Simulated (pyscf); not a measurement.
`[Cl][CH2][Zn][Cl]` + `[H][H]` → `[CH4]` + `[Cl][Zn][Cl]` (multi-bond step; singlet surface; C–Zn, C–Cl, H–H broken, C–H, C–H, Cl–Zn formed). Structures and frequencies: ωB97X-D3(BJ)/def2-SVP in PySCF. Rate constants from transition-state theory, ωB97M-D3(BJ)/def2-TZVP energies (ideal gas, 1 atm, RRHO with modes under 100 cm⁻¹ raised to 100, one conformer, R ln 2 for rigid chiral ones; no tunnelling), k in cm³ molecule⁻¹ s⁻¹.

| T (K) | 1000/T | log10 k |
|---|---|---|
| 298 | 3.354 | -43.17 |
| 600 | 1.667 | ? |
| 900 | 1.111 | -20.91 |
| 1200 | 0.833 | -17.95 |

### Question
Fit an Arrhenius line to the three values, give the activation energy, and predict k at 600 K.

### Answer
Least squares gives log10 k = -9.73 − 9.97 × 1000/T, so Ea = 9.97 × ln 10 × 1.987 = 45.6 kcal/mol, against an electronic barrier of 44.2. At 600 K the line gives -26.35; the computed value is -26.61 (ΔG‡ = 56.6 kcal/mol), a factor 1.8 under the line, since the plot is curved. This is the saddle that the search found; another between the same sides may lie lower. Elements up to Kr have no core potential and no relativistic terms here.
